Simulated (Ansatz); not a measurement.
# BH3O (SMILES BO) at 6 levels

Aim: a comparison of 6 runs (HF/STO-3G, B2PLYP/3-21G, B3LYP/6-31G*, PBE0/def2-SVP, FCI/MINI) of BH3O. 

Program for the calculation: Ansatz 0.2.0.

2 further runs of the same task are left out: 1 that didn't finish, 1 set aside as unsound or not needed.

## Step 1: Starting point

The species is BH3O (5 atoms), meant as a singlet with charge 0. As SMILES, `BO`. The shape is that of a PBE0-D4/def2-TZVP optimisation.

Bond lengths: B1–O2 1.348 Å, B1–H3 1.196 Å, B1–H4 1.202 Å, O2–H5 0.961 Å. Angles: B1–O2–H5 113.5°, O2–B1–H3 116.8°, O2–B1–H4 120.7°, H3–B1–H4 122.5°.

## Step 2: Energy and gradient at HF/STO-3G (run 1)

The input, run.yaml:

```yaml
crystal:
  periodic: [false, false, false]
  atoms:
    - {symbol: B, position_ang: [-0.226600, -0.352800, 0.074700]}
    - {symbol: O, position_ang: [0.413500, 0.801800, 0.345900]}
    - {symbol: H, position_ang: [-0.820300, -0.865500, 0.977800]}
    - {symbol: H, position_ang: [-0.190600, -0.828900, -1.028100]}
    - {symbol: H, position_ang: [0.874000, 1.171800, -0.411700]}
basis:
  gaussian:
    orbitals: STO-3G
hamiltonian:
  xc: hf
accuracy: high
output: {forces: true, orbitals: {seedname: orbitals}}
```

Launch:

```sh
$ ansatz run run.yaml --threads 1 --pin off --max-ram 2610MiB --events-out events.jsonl --progress --plain --runs-dir runs
```

The log of the run:

```text
Warning: RAYON_NUM_THREADS=1 ignored (pool sized by the plan → 1); use --threads N
Functional definition: HF
  name "HF"
  exchange = exact_x
  correlation = 0
207 factors; integrals over basis functions are off by at most 3.0e-8 eV
mean field evaluation 1: about -2719.4521 eV, gradient 1.8e1 eV
mean field evaluation 2: about -2719.4919 eV, gradient 1.8e1 eV
mean field evaluation 4: about -2720.6863 eV, gradient 1.3e0 eV
mean field evaluation 8: about -2720.6928 eV, gradient 1.3e-6 eV
mean field -2720.69275049 eV, -99.9836144286 hartree, gradient 7.7e-8 eV, S^2 0.000000; 0 other end points of the search recorded, 0 dependent functions left out
the calculation of the forces begins
reference -2720.69275049 eV, -99.9836144286 hartree; 8, 8 occupied and 5, 5 virtual orbitals, 207 factors
Total energy: -2720.69275049 eV, -99.9836144286 hartree
Atom 0 at    -0.226600    -0.352800     0.074700 Å, force     0.063839     0.012444    -0.178496 eV/Å
Atom 1 at     0.413500     0.801800     0.345900 Å, force    -1.172603    -1.287068     1.213394 eV/Å
Atom 2 at    -0.820300    -0.865500     0.977800 Å, force     0.547542     0.429685    -0.923832 eV/Å
Atom 3 at    -0.190600    -0.828900    -1.028100 Å, force    -0.113128     0.379130     1.155086 eV/Å
Atom 4 at     0.874000     1.171800    -0.411700 Å, force     0.674350     0.465809    -1.266152 eV/Å
Dipole moment:     0.149003     0.113100    -0.259040 e Å
```

Wall time 0.31 s (1 thread of AMD EPYC 7R43 (Zen 3), shared host).

## Step 3: Energy and gradient at B2PLYP/3-21G (run 2)

The input, molecule.yaml:

```yaml
crystal:
  periodic: [false, false, false]
  atoms:
    - {symbol: B, position_ang: [-0.226600, -0.352800, 0.074700]}
    - {symbol: O, position_ang: [0.413500, 0.801800, 0.345900]}
    - {symbol: H, position_ang: [-0.820300, -0.865500, 0.977800]}
    - {symbol: H, position_ang: [-0.190600, -0.828900, -1.028100]}
    - {symbol: H, position_ang: [0.874000, 1.171800, -0.411700]}
basis:
  gaussian: {orbitals: 3-21G.json}
magnetization: {spin_polarized: false, initial_magnetization: 0}
hamiltonian: {xc: {name: B2PLYP}}
correlation: {frozen_orbitals: {B: 1, H: 0, O: 1}}
accuracy: high
output: {forces: true, orbitals: {seedname: orbitals}}
```

The basis set 3-21G is read from a file made from the Basis Set Exchange's data (not shown).

Launch:

```sh
$ ansatz run molecule.yaml --threads 1 --pin off --max-ram 2610MiB --events-out events.jsonl --progress --plain --runs-dir runs
```

The log of the run (excerpt; [...] marks lines left out):

```text
Warning: RAYON_NUM_THREADS=1 ignored (pool sized by the plan → 1); use --threads N
Functional definition: B2PLYP
  name "B2PLYP"
[...]
485 factors; integrals over basis functions are off by at most 8.0e-9 eV
[...]
mean field -2752.29933845 eV, -101.1451351126 hartree, gradient 1.6e-8 eV, S^2 0.000000; 0 other end points of the search recorded, 0 dependent functions left out
2 core orbitals not correlated: weight in the atoms' cores, before any rotation towards them, 1.000 or more for the frozen orbitals, at most 0.000 for the correlated occupied ones
reference -2752.29935423 eV, -101.1451356925 hartree; 6, 6 occupied and 16, 16 virtual orbitals, 485 factors
second order -6.05704126 eV of doubles, -0.00000000 eV of singles
[...]
Total energy: -2753.93475537 eV, -101.2052355759 hartree
Atom 0 at    -0.226600    -0.352800     0.074700 Å, force    -0.919784    -1.547353    -0.153394 eV/Å
Atom 1 at     0.413500     0.801800     0.345900 Å, force     0.078829     0.660919     1.104138 eV/Å
Atom 2 at    -0.820300    -0.865500     0.977800 Å, force     0.094167     0.099625    -0.106892 eV/Å
Atom 3 at    -0.190600    -0.828900    -1.028100 Å, force    -0.057176    -0.061819     0.059224 eV/Å
Atom 4 at     0.874000     1.171800    -0.411700 Å, force     0.803964     0.848629    -0.903077 eV/Å
Dipole moment:     0.202261     0.167667    -0.322254 e Å
```

Wall time 5.4 s (1 thread of AMD EPYC 7R43 (Zen 3), shared host).

Runs 3 to 5 aren't shown in full; the table further down has their settings and results.

## Step 4: Energy and forces at FCI/MINI (sfX2C) (run 6)

run.yaml: that of step 2 with these lines changed.

```diff
@@ -1 +1,4 @@
+basis:
+  gaussian:
+    orbitals: MINI.json
 crystal:
@@ -8,8 +11,7 @@
     - {symbol: H, position_ang: [0.874000, 1.171800, -0.411700]}
-basis:
-  gaussian:
-    orbitals: STO-3G
 hamiltonian:
-  xc: hf
-accuracy: high
+  pseudopotentials: {relativity: scalar}
+correlation:
+  method: fci
+  electrons: all
 output: {forces: true, orbitals: {seedname: orbitals}}
```

The basis set MINI is read from a file made from the Basis Set Exchange's data (not shown).

Launch:

```sh
$ ansatz run run.yaml --threads 1 --pin off --max-ram 2610MiB --events-out events.jsonl --progress --plain --runs-dir runs
```

The log of the run (excerpt; [...] marks lines left out):

```text
Warning: RAYON_NUM_THREADS=1 ignored (pool sized by the plan → 1); use --threads N
[... 2 set-up lines as earlier in the session ...]
[...]
207 factors; integrals over basis functions are off by at most 3.9e-8 eV
[...]
mean field -2737.16671291 eV, -100.5890213813 hartree, gradient 6.9e-7 eV, S^2 0.000000; 0 other end points of the search recorded, 0 dependent functions left out
reference -2737.16671291 eV, -100.5890213813 hartree; 8, 8 occupied and 5, 5 virtual orbitals, 207 factors
state -2739.83132071 eV, -100.6869439117 hartree
[...]
Total energy: -2739.83132071 eV, -100.6869439117 hartree
Relativity: scalar
Atom 0 at    -0.226600    -0.352800     0.074700 Å, force    -0.086907    -0.106379     0.068087 eV/Å
Atom 1 at     0.413500     0.801800     0.345900 Å, force    -1.099811     0.873572     5.441721 eV/Å
Atom 2 at    -0.820300    -0.865500     0.977800 Å, force    -2.024280    -1.833570     2.901321 eV/Å
Atom 3 at    -0.190600    -0.828900    -1.028100 Å, force     0.037993    -1.658898    -3.555244 eV/Å
Atom 4 at     0.874000     1.171800    -0.411700 Å, force     3.173005     2.725274    -4.855884 eV/Å
Dipole moment:     0.283353     0.311614    -0.292702 e Å
```

Wall time 17 s (1 thread of AMD EPYC 7R43 (Zen 3), shared host).

## Step 5: The series

| run | level | frozen core orbitals | Cartesian functions | energy (Eh) | dipole moment (D) | HOMO energy (eV) | LUMO energy (eV) | wall time |
| --- | --- | --- | --- | --- | --- | --- | --- | --- |
| 1 | HF/STO-3G | – | no | -99.983614 | 1.53 | -10.71 | 8.34 | 0.31 s |
| 2 | B2PLYP/3-21G | 2 | no | -101.205236 | 2.00 | -10.03 | 1.58 | 5.4 s |
| 3 | B3LYP/6-31G* (spherical functions) | – | no | -101.904696 | 1.71 | -8.42 | -0.05 | 2.4 s |
| 4 | B3LYP/6-31G* (Cartesian functions) | – | yes | -101.906513 | 1.71 | -8.42 | -0.05 | 2.4 s |
| 5 | PBE0/def2-SVP | – | no | -101.706677 | 1.72 | -8.73 | -0.16 | 2.9 s |
| 6 | FCI/MINI (sfX2C) | 0 | no | -100.686944 | 2.46 | – | – | 17 s |

## Step 6: Results

```
                                 quantity          value
                      run 6: total energy  -100.68694 Eh
run 6: dipole moment (correlated density)         2.46 D
                run 6: correlation energy      -97.9 mEh
          run 6: largest force on an atom     6.409 eV/Å
```

In words: The dipole moment (its size) runs from 1.53 D (HF/STO-3G) to 2.46 D (FCI/MINI). The two ends differ in method and basis and Hamiltonian. Over runs 1, 2, 3, 4, 5 the HOMO–LUMO gap runs from 8.37 eV (B3LYP/6-31G*) to 19.05 eV (HF/STO-3G). The two ends differ in method and basis. Totals of different functionals can't be ranked against each other. In runs 1, 6 the basis is minimal, so the values are rough. All runs together took 31 s, the longest 17 s.
